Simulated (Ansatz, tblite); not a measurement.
**The cluster Ag3Au: a ladder of methods and basis sets**

How do method and basis change the picture of the cluster Ag3Au (singlet)?

Method: as each input shows; program: Ansatz 0.2.0, Gaussian basis.

The runs, in order: GFN1-xTB, GFN2-xTB, PBE-D4/def2-TZVP, r2SCAN-D4/def2-TZVP, B3LYP-D4/def2-TZVP, LDA/def2-TZVP, r2SCAN0-D4/def2-TZVP, revPBE-D4/def2-TZVP, B2PLYP/def2-TZVP, PBE-D4/def2-SVP, PBE0-D4/def2-SVP, PBE0-D4/def2-TZVPD, PBE-D4/def2-TZVPD, r2SCAN-D4/def2-TZVPD, CCSD(T)/def2-SVP, MP2/def2-TZVP, RPA/def2-TZVP.

1 further run of the same task is left out (set aside as unsound or not needed). Runs told in other sessions of the task aren't counted.

## Step 1: The relaxed structure

The singlet was relaxed beforehand with B3LYP-D4/def2-SVP. At that level it is the lowest of the isomers that a small search found.

4 atoms, charge 0, spin multiplicity 1.

Bond lengths: Au1–Ag2 2.757 Å, Au1–Ag4 2.757 Å, Ag2–Ag3 2.762 Å, Ag2–Ag4 2.683 Å, Ag3–Ag4 2.762 Å. Angles: Ag2–Au1–Ag4 58.2°, Au1–Ag2–Ag3 121.8°, Au1–Ag2–Ag4 60.9°, Ag3–Ag2–Ag4 60.9°, Ag2–Ag3–Ag4 58.1°, Au1–Ag4–Ag2 60.9°, Au1–Ag4–Ag3 121.8°, Ag2–Ag4–Ag3 60.9°.

Geometry (Å):

```mol
Ag3Au
  3D, bonds by distance, orders not assigned

  4  5  0  0  0  0  0  0  0  0999 V2000
    1.3762    1.5935   -1.1726 Au  0  0
    1.0577   -0.3666    0.7397 Ag  0  0
   -1.3794   -1.5910    1.1783 Ag  0  0
   -1.0545    0.3642   -0.7454 Ag  0  0
  1  2  8  0
  1  4  8  0
  2  3  8  0
  2  4  8  0
  3  4  8  0
M  END
```

Ag, Au take a core potential in the def2 sets. No spin-orbit coupling is included.

PBE0-D4/def2-TZVP was run before; its log isn't repeated, and its numbers join the tables.

## Step 2: GFN1-xTB

Tight binding, by tblite at 300 K electronic temperature and without a spin-polarisation term:

```python
tblite.interface.Calculator('GFN1-xTB', numbers, positions, charge=0, uhf=0).singlepoint()
```

Energy -420.8094 eV, HOMO -9.21 eV, LUMO -8.19 eV; 0.004 s.

## Step 3: GFN2-xTB

Tight binding, by tblite at 300 K electronic temperature and without a spin-polarisation term:

```python
tblite.interface.Calculator('GFN2-xTB', numbers, positions, charge=0, uhf=0).singlepoint()
```

Energy -426.6632 eV, HOMO -8.72 eV, LUMO -7.33 eV; 0.005 s.

## Step 4: PBE-D4/def2-TZVP

start.molden holds the orbitals of an earlier run on this state, given as this run's starting guess.

in.yaml reads:

```yaml
crystal:
  periodic: [false, false, false]
  atoms:
    - {symbol: Au, position_ang: [1.376200, 1.593461, -1.172589]}
    - {symbol: Ag, position_ang: [1.057667, -0.366649, 0.739679]}
    - {symbol: Ag, position_ang: [-1.379375, -1.590973, 1.178279]}
    - {symbol: Ag, position_ang: [-1.054492, 0.364161, -0.745360]}
basis:
  gaussian: {orbitals: def2-TZVP, initial_orbitals: start.molden}
hamiltonian: {xc: pbe, dispersion: d4}
scf: {omitted_lower_state_checks: [starts]}
output: {forces: true, orbitals: {seedname: orbitals}}
```

Started as:

```console
$ ansatz run in.yaml --threads 4 --pin off --events-out ev --progress --plain --max-ram 3916MiB
```

The runs that follow: r2SCAN-D4/def2-TZVP; B3LYP-D4/def2-TZVP; LDA/def2-TZVP; r2SCAN0-D4/def2-TZVP; revPBE-D4/def2-TZVP; B2PLYP/def2-TZVP; PBE-D4/def2-SVP; PBE0-D4/def2-SVP; PBE0-D4/def2-TZVPD; PBE-D4/def2-TZVPD; r2SCAN-D4/def2-TZVPD; CCSD(T)/def2-SVP; MP2/def2-TZVP; RPA/def2-TZVP.

Q: Predict the results of all the runs planned. Wanted: gap in def2-TZVP, named functionals, smallest and largest; correlation energy, CCSD(T)/def2-SVP; correlation energy, MP2/def2-TZVP; binding an atom, functionals in def2-TZVP; PBE0 total energy, smallest basis above largest.

The runs gave:

```
                                                 quantity                                   value
gap in def2-TZVP, named functionals, smallest and largest  1.32 eV (PBE-D4), 2.71 eV (r2SCAN0-D4)
                     correlation energy, CCSD(T)/def2-SVP                               -37.93 eV
                        correlation energy, MP2/def2-TZVP                               -51.81 eV
                binding an atom, functionals in def2-TZVP          1.22 (B2PLYP) to 1.74 eV (LDA)
          PBE0 total energy, smallest basis above largest          3.17 eV (def2-SVP, def2-TZVPD)
```

In words: Over the named functionals in def2-TZVP the gap runs from 1.32 eV (PBE-D4) to 2.71 eV (r2SCAN0-D4); exact exchange widens it. Notes on CCSD(T)/def2-SVP and its Hartree-Fock reference, which MP2 shares: restricted state is unstable towards broken spin symmetry.
